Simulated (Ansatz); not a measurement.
**A ladder of methods for SiHClF (SMILES F[SiH]Cl)**

SiHClF: 4 atoms, total charge 0, spin state doublet. SMILES: `F[SiH]Cl`. The shape is that of a GFN2-xTB optimisation.

```csv
atom,x (Å),y (Å),z (Å)
F,-0.9929,-0.3423,1.0625
Si,-0.2049,-0.2232,-0.3474
Cl,1.7326,-0.5466,0.0755
H,-0.5348,1.1122,-0.7905
```

Each level gives the energy change with the F1–Si2 bond stretched from 1.620 to 2.429 Å (eV). The values are calculated.

```
           level                    kind  program  value (eV)  less FCI/STO-3G  CPU time (all runs)
     UPBE/STO-3G                     GGA   Ansatz        3.22            +0.37                  5 s
    UPBE0/STO-3G           global hybrid   Ansatz        3.51            +0.66                5.7 s
U-wB97M-V/STO-3G  range-separated hybrid   Ansatz        3.65            +0.80                 82 s
  U-wB97X/STO-3G  range-separated hybrid   Ansatz        3.63            +0.78                 28 s
   UHSE06/STO-3G  range-separated hybrid   Ansatz        3.51            +0.66                6.5 s
  RPA@PBE/STO-3G                     RPA   Ansatz        2.71            -0.14                6.1 s
    UCCSD/STO-3G   coupled cluster or CI   Ansatz        2.83            -0.02                1.9 s
UCCSDT(Q)/STO-3G   coupled cluster or CI   Ansatz        2.85             0.00                5.4 s
      FCI/STO-3G      exact in the basis   Ansatz        2.85             0.00                6.2 s
```

FCI/STO-3G is exact within its basis and frozen core, so for wave-function methods in that basis the difference is their error; functionals converge differently with the basis, so for them it is only a difference. The first shape isn't each level's own minimum. The values span 2.71 to 3.65 eV. Spin contamination of the reference (⟨S²⟩ at least 0.1 too high) touches UPBE0/STO-3G, U-wB97M-V/STO-3G, U-wB97X/STO-3G, UHSE06/STO-3G, UCCSD/STO-3G, UCCSDT(Q)/STO-3G. All rows use very small basis sets, so none should be taken for the real molecule's value. CPU times are rough (shared hosts, several kinds of processor and program).
